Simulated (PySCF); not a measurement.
Molecule: pyrrole, C4H5N.

Bonds (- single, = double, # triple, : aromatic): C1:C2, C2:C3, C3:N4, N4:C5, C5:C1. C1 carries H6; C2 carries H7; C3 carries H8; N4 carries H9; C5 carries H10.

Frames of a GFN2-xTB Langevin trajectory at 400 K; GIAO PBE0/pcSseg-1 shieldings in PySCF, gas phase, non-relativistic; equivalent atoms averaged within each frame.

Scale: ¹³C (σref 186.93), ¹H (σref 31.72) against TMS; ¹⁵N (σref 267.73) against NH3 (reference shieldings calculated alike). The references are static minima.

Q: How do the shifts (ppm) fluctuate along the trajectory?

A: 
```csv
time (fs),C3/C5,C1/C2,N4,H9,H8/H10,H6/H7
optimised geometry,119.5,113.6,169.8,7.71,6.71,6.47
250,120.9,111.6,176.3,8.40,6.40,5.89
425,124.8,120.6,178.4,9.37,6.78,6.61
625,132.1,117.4,180.2,7.07,7.34,7.07
800,117.5,112.5,177.8,8.09,6.60,6.19
1000,128.5,116.0,169.7,7.03,6.70,6.50
mean of frames,124.8,115.6,176.5,7.99,6.76,6.45
standard deviation,5.8,3.7,4.0,0.98,0.35,0.44
```

5 frames give an uncertainty of the mean of about the standard deviation over 2.2 at best, since frames this close in time may not be independent; classical motion lacks zero-point vibration, and the reference would need the same averaging.
